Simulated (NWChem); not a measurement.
## How the cost of CAM-B3LYP grows with the basis: C2F3N (cyanotrifluoromethane)

The species is C2F3N (6 atoms), meant as a singlet with charge 0. As SMILES, `N#CC(F)(F)F`. The shape is that of a PBE0-D4/def2-TZVP optimisation.

CAM-B3LYP, energy, NWChem 7.3.0, on 1 thread of Intel Xeon Platinum 8488C (Sapphire Rapids), shared host. N is the number of basis functions, t the processor time.

```
      basis   N  t (s)   ln N   ln t
       MINI  30    3.9  3.401  1.361
    LANL2DZ  54     18  3.989  2.890
      MIDI!  74     22  4.304  3.091
DGauss-DZVP  84      ?  4.431      ?
```

Problem. Fit t = C·Nᵖ to the known rows and estimate the time in DGauss-DZVP.

Solution. 
1. Means of the 3 rows: ln N = 3.89800, ln t = 2.4473.
2. Σ(Δln N)² = 0.42013, Σ(Δln N·Δln t) = 0.84152, so the slope is 0.84152/0.42013 = 2.003.
3. Intercept: 2.4473 − (2.003) × 3.89800 = -5.3604. The largest residual of the fit is 0.260.
4. ln t = -5.3604 + 2.003 × 4.431, so t ≈ 34 s.

The run took 43 s, so the estimate is too short by a factor of about 1.3. The fitted power is 2.0, with the electron count fixed. The times don't lie on a line: the count of functions alone doesn't set the cost here, and shared hosts add noise. SCF iterations also vary, from 8 to 11. Fixed start-up costs flatten the line at the short runs, so it runs low for the long one.
